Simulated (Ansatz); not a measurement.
# LiMgH (triplet): wave-function methods side by side at scale of all distances = 2.443, cc-pVTZ

The task here is to estimate one member of a computed series from the others.

Program: Ansatz 0.2.0, Gaussian basis. Level of theory: cc-pVTZ, core rule «outside noble gas», up to 6 orbitals frozen. These are calculated values, not measurements.

To be run: UHF; CCSD(T) on ROHF; CCSD(T) on UHF; BCCD(T) on ROHF; CCSDT(Q) on ROHF; CCSDT(Q) on UHF; Full CI.

28 further runs of the same task are left out: 16 for a known fault of the program, 10 that didn't finish, 2 set aside as unsound or not needed. Runs told in other sessions of the task aren't counted.

## The system

The geometry derives from a PBE0/def2-TZVP stationary point (not a proven minimum). All distances are scaled together.

3 atoms, charge 0, spin multiplicity 3.

Atoms are counted from 1 here; the program's logs count them from 0.

No contacts short enough for the rule that draws bonds.

Set-up of the first run:

Input file in.yaml:

```yaml
crystal:
  periodic: [false, false, false]
  atoms:
    - {symbol: Li, position_ang: [0.000000, -0.335418, 5.339510]}
    - {symbol: Mg, position_ang: [0.000000, -0.008554, -1.608859]}
    - {symbol: H, position_ang: [0.000000, 2.516062, 2.025688]}
basis:
  gaussian: {orbitals: cc-pVTZ}
magnetization: {spin_polarized: true, initial_magnetization: 2}
hamiltonian: {xc: hf}
output: {orbitals: {seedname: orbitals}}
```

Launch:

```bash
> ansatz run in.yaml --threads 1 --pin off --events-out ev --progress --plain --max-ram 2393MiB
```

Steps of the session up to this table: UHF; CCSD(T) on ROHF; CCSD(T) on UHF; BCCD(T) on ROHF; CCSDT(Q) on ROHF; CCSDT(Q) on UHF; Full CI.

One of the session's tables, all rows but one given; the rest of the session is left out.

It belongs to the step «Misses and costs». 

| method | from FCI (meV) |
| --- | --- |
| ROHF | +933.1 |
| UHF | +931.6 |
| RMP2 | +282.3 |
| UMP2 | ? |
| RCCSD | +1.7 |
| UCCSD | +1.0 |
| RCCSD(T) | +0.6 |
| UCCSD(T) | 0.0 |
| BCCD(T) | +0.6 |
| RCCSDT | 0.0 |
| UCCSDT | -0.6 |
| RCCSDT(Q) | 0.0 |
| UCCSDT(Q) | -0.6 |
| FCI | 0 |

Q: Estimate the row for UMP2 from the others.

The run gave: from FCI (meV): +282.6. In the column «from FCI (meV)» it lies between RMP2 (+282.3) and UHF (+931.6).

To keep in mind: Levels on UHF freeze UHF's core orbitals, full CI those of ROHF, so the U rows can settle a little off it for that reason alone. Restricted and unrestricted rows rest on different reference determinants; a gap between their highest levels can come from leftover correlation error, from unlike frozen cores or from another state.
